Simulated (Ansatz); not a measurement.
Results of PBEsol+SOC (Ansatz, an electronic-structure program, plane waves, PAW) for litharge PbO.

Settings: plane-wave cutoff 520 eV, 8×8×8 k mesh, Fermi–Dirac smearing 0.01 eV, PAW data made under PBE.

The cell is scaled about its equilibrium volume:

Shape and atoms are relaxed at each volume.

| V (Å³/atom) | P (GPa) | direct gap at Γ (eV) | smallest gap on the k mesh (eV) | c (Å) |
|---|---|---|---|---|
| 19.315 | 0.88 | 2.277 | 0.989 | 4.914 |
| 19.718 | 0.39 | 2.183 | 1.077 | 5.006 |
| 20.120 | -0.01 | 2.099 | 1.167 | 5.098 |
| 20.523 | -0.30 | 2.025 | 1.257 | 5.192 |
| 20.925 | -0.54 | 1.961 | 1.349 | 5.287 |

The fundamental gap (1.16 eV at the equilibrium volume, with added k points) lies elsewhere than Γ–Γ.

Note: the cell comes from a level without a dispersion term, which matters for the spacing of layers, chains or molecules; the bulk modulus comes from volumes at which shape and atoms were relaxed; the cell has widely spaced layers and the level no dispersion term, so their spacing and the moduli can rest on weak binding.
